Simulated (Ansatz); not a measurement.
**Trigonal Te**

These are r²SCAN (Ansatz, an electronic-structure program, plane waves, PAW) values and carry that method's errors.

Run with plane-wave cutoff 500 eV, 12×12×8 k mesh (along the axes of the cell as run), Fermi–Dirac smearing 0.05 eV, scalar-relativistic PAW data made under PBE.

Cell: relaxed at this level.

- volume per atom = 36.41 Å³/atom
- lattice parameter a = 4.622 Å
- lattice parameter c = 5.905 Å
- band gap = 0.58 eV (on the SCF k mesh)

Measured, for comparison: band gap 0.33 eV (temperature not stated, not corrected to a static lattice, compiled measured gap; kind and temperature not stated; as tabulated in Kothakonda et al. (2022), arXiv:2208.02841); lattice constant a 4.456 Å, lattice parameter c 5.928 Å (293 K, not corrected to a static lattice; as tabulated in Wikipedia's data pages). Computed (rounded) less measured: lattice constant a +3.7 %, lattice parameter c -0.4 %. A static lattice is as a rule a little smaller and stiffer than an uncorrected measurement, which narrows the difference in the lattice parameter c and would widen misses of the other sign.

Note: the cell comes from a level without a dispersion term, which matters for the spacing of layers, chains or molecules.

Spin–orbit coupling is not included; with these elements it can move the gap by several tenths of an eV or more.

Static lattice: no zero-point or thermal effects.
